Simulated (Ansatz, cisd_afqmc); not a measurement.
System: CH$_{3}$F$_{2}$, charge -1, singlet.
NHTBH set geometry:
```xyz
6

F      0.0000     0.0000    -1.8476
C      0.0000     0.0000    -0.4219
H      0.0000     1.0236    -0.0738
H     -0.8864    -0.5118    -0.0738
H      0.8864    -0.5118    -0.0738
F      0.0000     0.0000     2.1535
```
Charge -1, spin multiplicity 1.

Total energies in aug-cc-pVDZ, 22 correlated electrons, 3 frozen orbitals. UHF or UKS for unpaired electrons; spin-orbit terms are left out. Cores are frozen in correlated methods. No relativity. AFQMC is phaseless with a CISD trial state; ± is one standard error, without the phaseless bias. Outlying blocks are dropped, and bars are widened where a walk drifts. Over all cases where full CI ran beside it in this data, AFQMC minus full CI had a median of +0.1 mEh and passed +0.4 mEh in a tenth of the cases.

```json
[
 {"method": "HF", "program": "Ansatz", "energy (Eh)": "-238.50569", "minus AFQMC/CISD (mEh)": "634.3 ± 0.5"},
 {"method": "MP2", "program": "Ansatz", "energy (Eh)": "-239.10457", "minus AFQMC/CISD (mEh)": "35.4 ± 0.5"},
 {"method": "CCSD", "program": "Ansatz", "energy (Eh)": "-239.12215", "minus AFQMC/CISD (mEh)": "17.8 ± 0.5"},
 {"method": "CCSD(T)", "program": "Ansatz", "energy (Eh)": "-239.13801", "minus AFQMC/CISD (mEh)": "2.0 ± 0.5"},
 {"method": "AFQMC/CISD", "program": "cisd_afqmc", "energy (Eh)": "-239.1400 ± 0.0005", "minus AFQMC/CISD (mEh)": "0.0"}
]
```

Ansatz is a first-principles code.
